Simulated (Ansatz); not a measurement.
One change: `SSC1CO1` becomes `OCC1CO1`.

Ansatz, PBE0-D4/def2-TZVP geometries, multiplicity 1. Each molecule was computed in one conformer, which needn't be the lowest.

```tsv
property	`SSC1CO1`
HOMO–LUMO gap (PBE/def2-TZVPP) / eV	4.31
HOMO–LUMO gap (PBE0/def2-TZVPP) / eV	6.53
LUMO energy (PBE/def2-TZVPP) / eV	-1.76
HOMO energy (ωB97M-V/def2-TZVPP) / eV	-9.48
HOMO–LUMO gap (ωB97M-V/def2-TZVPP) / eV	10.78
size of the dipole moment (ωB97M-V/def2-TZVPP) / D	1.31
```

Question: Give the same properties after the change, and the shifts. (Best estimate.)

Answer: The calculation gave: 
```csv
property,`OCC1CO1`,shift
HOMO–LUMO gap (PBE/def2-TZVPP) / eV,6.52,2.21
HOMO–LUMO gap (PBE0/def2-TZVPP) / eV,9.15,2.62
LUMO energy (PBE/def2-TZVPP) / eV,0.37,2.13
HOMO energy (ωB97M-V/def2-TZVPP) / eV,-10.26,-0.78
HOMO–LUMO gap (ωB97M-V/def2-TZVPP) / eV,13.13,2.35
size of the dipole moment (ωB97M-V/def2-TZVPP) / D,1.95,0.64
```

With PBE0 the HOMO falls by 0.53 eV and the LUMO rises by 2.10 eV, so the gap widens by about 2.63 eV. PBE moves the HOMO by -0.09 eV and ωB97M-V by -0.78 eV. Dipoles are sizes alone; their direction can turn.
